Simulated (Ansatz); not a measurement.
Working through the interaction energy of a dimer with the counterpoise correction of CH₄O, SMILES CO

Program: the Ansatz DFT code, driven from Python.

The cells in order, each with its output:

**Cell 1**
```python
import ansatz as az

BASIS_SET = 'def2-SVP'
XC = 'pbe'
```

**Cell 2**
```python
FIRST = [
    ('C', (-0.09, -0.2115, -0.2818)),
    ('O', (-0.1654, 0.3133, 1.0209)),
    ('H', (-0.8679, -0.9688, -0.3547)),
    ('H', (0.8814, -0.6796, -0.4743)),
    ('H', (-0.2714, 0.5585, -1.0395)),
    ('H', (0.5133, 0.9881, 1.1293)),
]
SECOND = [
    ('C', (0.0294, -2.8063, 0.9605)),
    ('O', (-0.0408, -2.2355, 2.244)),
    ('H', (0.7486, -2.2138, 0.3985)),
    ('H', (-0.938, -2.7713, 0.4482)),
    ('H', (0.3761, -3.8447, 0.9977)),
    ('H', (-0.6736, -2.7303, 2.7755)),
]

def energy(atoms, ghosts=()):
    molecule = az.Crystal.molecule()
    for symbol, xyz in atoms:
        molecule = molecule.atom(symbol, xyz)
    calc = (
        molecule.calculation()
        .basis(gaussian=BASIS_SET)
        .functional(XC)
    )
    deck = calc.input()
    if ghosts:
        deck = deck.set(az.key.basis.gaussian.ghost_atoms, [{'symbol': s, 'position_ang': list(xyz)} for s, xyz in ghosts])
    return az.Session.from_dict(deck).plan().execute().report['free_energy_ev']
```

**Cell 3**
```python
# monomers in their own basis and in the basis of the dimer
both = energy(FIRST + SECOND)
alone = energy(FIRST) + energy(SECOND)
ghosted = energy(FIRST, SECOND) + energy(SECOND, FIRST)
print(f'dimer {both:.6f} eV')
print(f'interaction, uncorrected   {(both - alone):8.3f} eV')
print(f'interaction, counterpoise  {(both - ghosted):8.3f} eV')
print(f'basis-set superposition    {(alone - ghosted):8.3f} eV')
```
Output:
```text
dimer -6284.731595 eV
interaction, uncorrected      0.366 eV
interaction, counterpoise     0.459 eV
basis-set superposition       0.093 eV
```

Uncorrected it is 0.366 eV, with the counterpoise correction 0.459 eV; the difference, 0.093 eV, is the superposition error. In this basis both values are repulsive.

What to keep in mind:
- Total energies depend on the basis set; only differences at equal settings carry meaning.
- The dimer is a generated trial pose of unrelaxed monomers, not a minimum, so the figure is no binding energy, and the basis set is small.
- This level lacks the dispersion part of the attraction (electrostatics and induction are there), which can decide the sign where the interaction is weak.
- Hardware and time: 6.8 s on 1 thread of Arm Neoverse V1, on a shared host, peak memory 0.18 GiB.
